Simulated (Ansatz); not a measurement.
Mulliken charges of C3H5O2, SMILES `[CH2]OC(C)=O` radical from ωB97M-V/def2-TZVPP in Ansatz (PBE0-D4/def2-TZVP geometry).

```tsv
atom	x (Å)	y (Å)	z (Å)	charge (e)
C1	-0.267	1.882	-0.647	-0.156
O2	-0.472	0.747	0.064	-0.218
C3	0.360	-0.309	-0.162	0.340
C4	-0.018	-1.463	0.707	-0.298
O5	1.255	-0.273	-0.955	-0.314
H6	-0.957	2.677	-0.420	0.132
H7	0.540	1.914	-1.360	0.145
H8	0.037	-1.171	1.757	0.124
H9	0.654	-2.295	0.515	0.121
H10	-1.049	-1.759	0.505	0.124
```

By hand: the dipole of these point charges (1 e Å = 4.8032 D).

Σ q r = (-0.216, -0.050, 0.211) e Å, of length 0.306 e Å = 1.47 D.

How does the dipole of the full density compare? (Best estimate.)

Computed: (-0.296, -0.056, 0.283) e Å, 1.99 D; the point charges give 0.74 times that, at 2° from its direction.

Point charges leave out the atoms' own dipoles, such as those of lone pairs, and Mulliken's split depends on the basis, so the two needn't agree.
